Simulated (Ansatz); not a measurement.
Born–Oppenheimer molecular dynamics of AlCl$_{2}$H (4 atoms, charge 0, multiplicity 1). It starts at the highest image of a converged band, a first-order saddle point between two minima.

The calculation used RKS PBE/def2-SVP (Ansatz).

```yaml
ensemble: NVE (velocity Verlet)
time_step: 0.5 fs
steps_asked: 200
starting_velocities_drawn_for: 300 K
seed: 9717
```

Frames 0.5 fs apart, positions in Å, forces in eV/Å.

Velocities at 90.0 fs (Å/ps):

```
Al -14.01 -0.12 0.78
H -14.00 -4.81 -14.16
Cl 8.18 0.27 -2.81
Cl 2.88 -0.04 2.61
```

```xyz
4
Properties=species:S:1:pos:R:3:forces:R:3 time_fs=90.0 energy_less_start_eV=-0.385 T=1789
Al -1.351 -0.022 0.818 0.00 -0.01 0.79
H 3.915 0.016 0.099 -0.93 0.00 -0.08
Cl 2.594 0.014 -0.064 0.90 0.00 0.07
Cl -1.279 0.002 -1.290 0.03 0.01 -0.78
4
Properties=species:S:1:pos:R:3:forces:R:3 time_fs=90.5 energy_less_start_eV=-0.394 T=1824
Al -1.358 -0.022 0.818 -0.01 -0.01 0.80
H 3.907 0.013 0.091 -0.60 0.00 -0.03
Cl 2.598 0.014 -0.065 0.57 0.00 0.03
Cl -1.278 0.002 -1.288 0.04 0.01 -0.79
4
Properties=species:S:1:pos:R:3:forces:R:3 time_fs=91.0 energy_less_start_eV=-0.399 T=1843
Al -1.365 -0.022 0.819 -0.01 -0.01 0.80
H 3.897 0.011 0.084 -0.20 0.00 0.01
Cl 2.603 0.014 -0.067 0.17 0.00 -0.02
Cl -1.276 0.002 -1.287 0.04 0.01 -0.79
4
Properties=species:S:1:pos:R:3:forces:R:3 time_fs=91.5 energy_less_start_eV=-0.398 T=1839
Al -1.372 -0.022 0.819 -0.01 -0.01 0.80
H 3.887 0.009 0.077 0.24 0.00 0.06
Cl 2.607 0.014 -0.068 -0.27 0.00 -0.07
Cl -1.275 0.002 -1.286 0.04 0.01 -0.79
4
Properties=species:S:1:pos:R:3:forces:R:3 time_fs=92.0 energy_less_start_eV=-0.391 T=1812
Al -1.379 -0.022 0.820 -0.02 -0.01 0.80
H 3.878 0.006 0.070 0.71 -0.01 0.12
Cl 2.611 0.015 -0.070 -0.74 0.01 -0.12
Cl -1.274 0.002 -1.285 0.05 0.01 -0.80
4
Properties=species:S:1:pos:R:3:forces:R:3 time_fs=92.5 energy_less_start_eV=-0.379 T=1767
Al -1.386 -0.022 0.821 -0.02 -0.01 0.80
H 3.870 0.004 0.063 1.14 -0.01 0.16
Cl 2.615 0.015 -0.071 -1.17 0.01 -0.17
Cl -1.272 0.002 -1.284 0.05 0.01 -0.79
4
Properties=species:S:1:pos:R:3:forces:R:3 time_fs=93.0 energy_less_start_eV=-0.366 T=1718
Al -1.393 -0.022 0.821 -0.02 -0.01 0.80
H 3.865 0.001 0.057 1.50 -0.02 0.19
Cl 2.619 0.015 -0.072 -1.53 0.02 -0.20
Cl -1.271 0.002 -1.283 0.05 0.01 -0.79
4
Properties=species:S:1:pos:R:3:forces:R:3 time_fs=93.5 energy_less_start_eV=-0.357 T=1682
Al -1.400 -0.022 0.822 -0.03 -0.01 0.79
H 3.863 -0.001 0.051 1.73 -0.02 0.21
Cl 2.623 0.015 -0.074 -1.75 0.02 -0.22
Cl -1.269 0.002 -1.282 0.05 0.01 -0.78
4
Properties=species:S:1:pos:R:3:forces:R:3 time_fs=94.0 energy_less_start_eV=-0.355 T=1673
Al -1.407 -0.023 0.823 -0.03 -0.01 0.78
H 3.866 -0.004 0.045 1.79 -0.03 0.21
Cl 2.627 0.015 -0.075 -1.81 0.03 -0.22
Cl -1.268 0.002 -1.281 0.06 0.01 -0.77
4
Properties=species:S:1:pos:R:3:forces:R:3 time_fs=94.5 energy_less_start_eV=-0.360 T=1693
Al -1.414 -0.023 0.824 -0.03 -0.01 0.77
H 3.873 -0.006 0.040 1.67 -0.03 0.19
Cl 2.630 0.015 -0.077 -1.70 0.03 -0.20
Cl -1.266 0.002 -1.280 0.06 0.01 -0.76
4
Properties=species:S:1:pos:R:3:forces:R:3 time_fs=95.0 energy_less_start_eV=-0.371 T=1736
Al -1.421 -0.023 0.825 -0.03 -0.01 0.75
H 3.884 -0.009 0.036 1.39 -0.03 0.16
Cl 2.634 0.015 -0.078 -1.42 0.03 -0.17
Cl -1.265 0.002 -1.279 0.06 0.01 -0.74
4
Properties=species:S:1:pos:R:3:forces:R:3 time_fs=95.5 energy_less_start_eV=-0.384 T=1786
Al -1.428 -0.023 0.826 -0.04 -0.01 0.74
H 3.898 -0.012 0.032 1.00 -0.02 0.12
Cl 2.637 0.016 -0.080 -1.03 0.02 -0.13
Cl -1.263 0.002 -1.278 0.06 0.01 -0.73
```

Of the whole run (100 fs, mean temperature of the second half 1842 K): The conserved energy stayed within 0.14 meV per atom of its start (net change 0.053 meV per atom), so the integration is sound. The kinetic energy rose, since the run started high on the potential surface and went downhill. It ends in pieces (AlCl + ClH), so much of that is their flight and rotation, not heat. A run of 0.1 ps of so small a system gives no equilibrium averages. The orbitals stay closed-shell, which can raise the energy where a bond breaks towards radicals; this wasn't checked here.

Run time: 3.7 min on 1 thread of Arm Neoverse V1, with other jobs on the host, peak memory 0.095 GiB.
